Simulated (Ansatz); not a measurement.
**Worked example: correlation energy of C2H4S, singlet**

Geometry: MP2(full)/6-31G*, from the G2/97 set.

```yaml
atoms:
  - { symbol: C, position_ang: [0.0000, -0.7397, -0.8641] }
  - { symbol: S, position_ang: [0.0000, 0.0000, 0.7917] }
  - { symbol: C, position_ang: [0.0000, 0.7397, -0.8641] }
  - { symbol: H, position_ang: [-0.9139, -1.2501, -1.1486] }
  - { symbol: H, position_ang: [0.9139, -1.2501, -1.1486] }
  - { symbol: H, position_ang: [0.9139, 1.2501, -1.1486] }
  - { symbol: H, position_ang: [-0.9139, 1.2501, -1.1486] }
```

Basis 6-31G* (Cartesian d functions); Ansatz 0.2.0. Only valence electrons are correlated (noble-gas cores frozen), which leaves 18 electrons in 50 orbitals. R marks a restricted (for open shells ROHF) determinant.

Full CI isn't at hand for all of this; RCCSDT(Q) serves as the reference, and is uncertain by about the last step of the cluster series.

Runs differ by some tens of microhartree through their thresholds, so steps under 0.03 kcal/mol mean nothing.

```csv
level,total energy (hartree)
RHF,-475.546473
RMP2,-475.929212
RCCSD,-475.961913
RCCSD(T),-475.976226
RCCSDT,-475.976925
RCCSDT(Q),-475.977786
```

**Question.** What is the correlation energy at RCCSDT(Q), and what share of it do RMP2 and RCCSD recover?

**Answer.** E(corr) = -475.977786 − (-475.546473) = -0.431313 hartree = -11.737 eV. RMP2: -0.382739 / -0.431313 = 88.74 %. RCCSD: -0.415440 / -0.431313 = 96.32 %.

**Question.** By how many kcal/mol does RCCSD(T) miss RCCSDT(Q) (1 hartree = 627.509 kcal/mol), and which steps make up the rest?

**Answer.** -475.976226 − (-475.977786) = 0.001560 hartree = 0.98 kcal/mol. Steps: RCCSDT − RCCSD(T) = -0.44, RCCSDT(Q) − RCCSDT = -0.54 kcal/mol. Differences between like states or geometries often cancel part of this.
